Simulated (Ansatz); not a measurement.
# Energy differences in C4H5N

Calculated in Ansatz's Gaussian-basis code. Basis cc-pVTZ, nonrelativistic, 5 orbitals frozen in the corrections; active space CAS(4,4). Restricted Hartree–Fock, then the lowest state-specific CASSCF solution met for each case. Coupled cluster stands on the determinant that it favours, not always the lowest RHF. Single-reference values can break down or jump between states where bonds are stretched. Unlike active orbitals can shift such differences by tenths of an eV, at times by over 1 eV.

Case A, triplet:

```json
{"atom": "N", "x (Å)": "0.0000", "y (Å)": "0.1016", "z (Å)": "1.2472"}
{"atom": "C", "x (Å)": "0.0000", "y (Å)": "-1.0972", "z (Å)": "0.4091"}
{"atom": "C", "x (Å)": "0.0000", "y (Å)": "-0.6385", "z (Å)": "-1.0137"}
{"atom": "C", "x (Å)": "0.0000", "y (Å)": "0.7118", "z (Å)": "-0.9946"}
{"atom": "C", "x (Å)": "0.0000", "y (Å)": "1.1015", "z (Å)": "0.4145"}
{"atom": "H", "x (Å)": "0.8811", "y (Å)": "-1.7015", "z (Å)": "0.6601"}
{"atom": "H", "x (Å)": "-0.8811", "y (Å)": "-1.7015", "z (Å)": "0.6601"}
{"atom": "H", "x (Å)": "0.0000", "y (Å)": "-1.2886", "z (Å)": "-1.8811"}
{"atom": "H", "x (Å)": "0.0000", "y (Å)": "1.3882", "z (Å)": "-1.8416"}
{"atom": "H", "x (Å)": "0.0000", "y (Å)": "2.1263", "z (Å)": "0.7803"}
```

Case B, singlet: the shape of A.

Energy less that of case A, in eV:

```tsv
case	RHF/ROHF	CASSCF	CCSD(T)
B	-3.046	-3.520	-3.660
```

(1) Give the SC-NEVPT2 energies against case A.

(2) Which case is lowest, and do the methods agree?

Answers

(1) B: -3.713 eV (-85.6 kcal/mol).

(2) B is lowest in SC-NEVPT2. Of the methods shown, RHF/ROHF, CASSCF, CCSD(T) agree.
